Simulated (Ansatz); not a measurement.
**[SiH3···H···BH2], doublet along the distance Si1-H5**

Starting geometry:

```xyz
8

Si   -0.8719    0.0000    0.0000
H    -1.3668    1.3997    0.0000
H    -1.3668   -0.6999    1.2122
H    -1.3668   -0.6999   -1.2122
H     0.6127    0.0000    0.0000
B     2.1031    0.0000    0.0000
H     2.6122    0.0000    1.0770
H     2.6122    0.0000   -1.0770
```

From there H5 is moved from one fragment to the other while all else, the fragments' distance too, stays fixed, so the hump isn't the reaction's barrier; atoms are numbered as listed. Energies are in kcal/mol, counted from the starting geometry at the same level. Kohn–Sham curves are unrestricted where that lies lower.

Basis cc-pVDZ; Ansatz 0.2.0. Only valence electrons are correlated (noble-gas cores frozen). Prefix R: restricted or restricted open-shell reference; prefix U: unrestricted.

Full CI isn't at hand for all of this; UCCSDT(Q) serves as the reference, and is uncertain by about the last step of the cluster series.

```csv
distance Si1-H5 (Å),wB97M-V
1.485,0.0
1.530,-0.8
1.622,0.3
1.713,-0.6
1.805,-1.3
```

Estimate the UCCSDT(Q) curve in cc-pVDZ from this one, knowing how wB97M-V errs.

The computed UCCSDT(Q) values, in kcal/mol from the starting point, and the error of wB97M-V against them:
```csv
distance Si1-H5 (Å),UCCSDT(Q),wB97M-V less UCCSDT(Q)
1.485,0.0,0.0
1.530,-0.8,0.1
1.622,0.2,0.1
1.713,2.0,-2.6
1.805,1.4,-2.7
```

The error spans 2.8 kcal/mol and is largest, -2.7 kcal/mol, at 1.805 Å.

In so small a basis the reference is far from its limit while semilocal and hybrid functionals are nearer theirs, so the functionals' errors here hold much of the reference's basis and frozen-core error, which can add to them or hide them.
